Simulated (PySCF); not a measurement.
# SiH2, triplet: data card

Computed with UB3LYP in PySCF with Si def2-TZVP, H def2-TZVP; no relativity; density-fitted integrals.

The structure is a minimum.

```xyz
3
charge 0 multiplicity 3, angstrom
Si    0.0243   -0.0449    0.0000
H    -0.3370    0.6231    1.2759
H    -0.3370    0.6231   -1.2759
```

| Item | Value |
| --- | --- |
| Point group | C2v |
| Bond lengths | Si–H 1.485 Å (×2) |
| Bond angles | H–Si–H 118.5° |
| Rotational constants | 15.55, 5.137, 3.861 cm⁻¹ |
| Principal quadrupole moments (Buckingham, traceless) about the centre of mass | -1.65, 0.78, 0.86 D Å |
| Rotational symmetry number | 2 |
| Highest occupied level (α) | -5.39 eV |
| Lowest empty level (β) | -3.72 eV |
| Atomisation energy without zero-point energy | 556 kJ/mol |
| Zero-point energy | 31.5 kJ/mol |
| Enthalpy at 298.15 K above 0 K | 10.06 kJ/mol |
| Dipole moment | 0.09 D |
| Spin squared ⟨S²⟩ | 2.002 |
| Heat capacity Cp at 298.15 K | 35.4 J/(mol K) |
| Entropy at 298.15 K and 1 bar (electronic part: spin only) | 215.2 J/(mol K) |
| Principal polarisabilities | 26.9, 26.9, 34.0 bohr³ |

Harmonic modes (masses in u: Si 27.977, H 1.008):
```csv
symmetry,ω (cm⁻¹),IR (km/mol),type
a1,891,60.0,bend
a1,2156,12.1,stretch
b2,2226,68.1,stretch
```

In C2v the vibrations span 2a1 + b2. Here b1 is antisymmetric to the molecular plane and b2 lies in it.

Charges (e):
| atom | Mulliken | Löwdin | polar tensor | spin (Mulliken) | Mayer order to Si1 |
| --- | --- | --- | --- | --- | --- |
| Si1 | -0.01 | 0.09 | 0.24 | 1.85 | – |
| H2,3 | 0.01 | -0.04 | -0.12 | 0.08 | 0.94 |

Mulliken populations on Si1: s 5.48, p 8.43, d 0.09, f 0.01.

Outer orbital energies (eV). α occupied: -14.58, -10.35, -7.21, -5.39; empty: 0.41, 0.94, 3.76, 4.20. β occupied: -13.38, -9.86; empty: -3.72, -2.16, 1.03, 1.63.

Only a few start shapes were tried, so a lower isomer may exist.

The final relaxation and frequency run took 5.8 s on 2 threads of a shared Arm Neoverse V2 host, with 49 basis functions and 8 gradients; the process peaked at 0.55 GiB.
